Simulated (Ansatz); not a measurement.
# Worked example: CF⁺, quintet against CF⁺, triplet

Geometry (PBE0/def2-TZVP stationary point of a triplet), kept for both states (CF⁺, triplet: Π; CF⁺, quintet: Π):

```xyz
2

C     0.0000    0.0000    0.0000
F     0.0000    0.0000    1.2067
```

Basis cc-pVDZ; Ansatz 0.2.0. Correlated methods freeze the noble-gas cores. R marks a restricted (for open shells ROHF) determinant, U an unrestricted one.

Full CI isn't at hand for all of this; UCCSDTQ serves as the reference, and is uncertain by about the last step of the cluster series.

```
   level  E(CF⁺, triplet) (hartree)  E(CF⁺, quintet) (hartree)
     UHF                -136.721988                -136.497821
    UMP2                -136.963251                -136.665094
UCCSD(T)                -136.978948                -136.685602
     PBE                -137.141781                -136.828046
  r2SCAN                -137.226085                -136.932025
 UCCSDTQ                -136.980197                -136.686000
```

**Question.** Give the vertical gap, CF⁺ quintet less CF⁺ triplet, at each level in eV (1 hartree = 27.2114 eV), and each error against UCCSDTQ.

**Answer.** UCCSDTQ: (-136.686000 − (-136.980197)) × 27.2114 = 8.006 eV (the reference)
r2SCAN: (-136.932025 − (-137.226085)) × 27.2114 = 8.002 eV, error -0.004 eV
PBE: (-136.828046 − (-137.141781)) × 27.2114 = 8.537 eV, error 0.531 eV
UCCSD(T): (-136.685602 − (-136.978948)) × 27.2114 = 7.982 eV, error -0.024 eV
UMP2: (-136.665094 − (-136.963251)) × 27.2114 = 8.113 eV, error 0.107 eV
UHF: (-136.497821 − (-136.721988)) × 27.2114 = 6.100 eV, error -1.906 eV

Total energies of functionals can't be set beside those of wave-function methods, since they hold the core's correlation and their own absolute errors; only the differences compare.

In so small a basis the reference is far from its limit while semilocal and hybrid functionals are nearer theirs, so the functionals' errors here hold much of the reference's basis and frozen-core error, which can add to them or hide them.

Each level lands on the state that its own search finds; the functionals scatter so widely here that some may stand on another one. T1 diagnostics of restricted CCSD: 0.031 and 0.013.
